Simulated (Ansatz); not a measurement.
A made-up structure of Si2H5O (charge -1), singlet:

O1  (-2.051, 0.906, 0.071)
Si2  (-0.633, 0.544, -0.619)
Si3  (0.462, -0.466, 0.618)
H4  (-0.520, -0.476, -1.892)
H5  (0.469, 1.693, -0.994)
H6  (0.725, 0.394, 1.890)
H7  (1.827, -0.812, -0.076)
H8  (-0.279, -1.782, 1.001)
(Å)

It is relaxed with PBE-D4/def2-SVPD and then PBE0-D4/def2-TZVPD (Ansatz 0.2.0). Atoms count as bonded within 1.22 times the sum of their covalent radii (H–H: 0.88 Å). The end point is not checked to be a true minimum.

Question: Does its bonding change? (A judgement: the text doesn't fix the answer.)

Answer: The calculation gives: No: no bond forms or breaks.

Where it ends: The first stage lowers the energy by 1.91 eV in 7 steps. It ends as Si₂H₅O ([O][SiH2][SiH3]), total charge -1:
```tsv
atom	x (Å)	y (Å)	z (Å)
O1	-2.1670	1.0921	-0.2433
Si2	-0.7635	0.6709	-0.7800
Si3	0.5832	-0.5764	0.7507
H4	-0.7014	-0.2383	-2.0040
H5	0.2180	1.7702	-1.1761
H6	0.9104	0.1363	2.0341
H7	1.9352	-0.9760	0.2123
H8	-0.0150	-1.8789	1.2063
```

Labels in which every atom is bracketed show which atoms are joined, not bond orders.

For scale, one of the runs: PBE0-D4/def2-TZVPD relaxation, 171 basis functions, launched by `ansatz run in.yaml --threads 2 --pin off --events-out ev --progress --plain --max-ram 4352MiB`. Hardware: 2 CPU threads of an Intel Xeon Platinum 8259CL, shared host. Wall time about 35 s.
